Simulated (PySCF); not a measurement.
Isomers of C4H10, one GFN2-xTB conformer each. Single-point energies are computed at PBE0/pcSseg-1 (PySCF, gas phase, no added dispersion term), electronic only.

Question: Rank them by PBE0/pcSseg-1 energy, lowest first (kcal/mol).
A. isobutane, `CC(C)C`
B. `[CH3:1][CH2:2][CH2:3][CH3:4]` with C1–C2–C3–C4 180° (butane)

Answer: A (0.0), B (0.9).

Neighbours under 2.5 kcal/mol apart (CC(C)C and CCCC) can change places with a better method, another conformer or zero-point energy. GFN2-xTB itself gives, in the same order: 0.0, 1.5. Both levels put the same isomer lowest.

Which frontier levels, dipoles and rotational constants go with these structures?

| SMILES | HOMO (eV, PBE0/pcSseg-1) | LUMO (eV) | dipole (D) | A, B, C (MHz) |
| --- | --- | --- | --- | --- |
| CC(C)C | -9.09 | 1.49 | 0.11 | 7876, 7873, 4580 |
| CCCC | -9.03 | 1.62 | 0.00 | 23384, 3689, 3460 |

---

Isomers of HCN, one GFN2-xTB conformer each. Single-point energies are computed at PBE0/pcSseg-1 (PySCF, gas phase, no added dispersion term), electronic only.

Task: Rank them by PBE0/pcSseg-1 energy, lowest first (kJ/mol).
A. hydrogen cyanide (`C#N`)
B. hydrogen isocyanide, `[NH+]#[C-]`

Result: A (0.0), B (57.5).

As drawn, the higher has an N–H bond, which the lower lacks. GFN2-xTB itself gives, in the same order: 0.0, 83.8. Both levels put the same isomer lowest.

Task: Which frontier levels, dipoles and rotational constants go with these structures?

Result: 
```tsv
SMILES	HOMO (eV, PBE0/pcSseg-1)	LUMO (eV)	dipole (D)	A, B, C (MHz)
C#N	-10.50	0.58	3.02	–, 45647, 45647
[C-]#[NH+]	-9.06	0.71	3.00	–, 46155, 46155
```
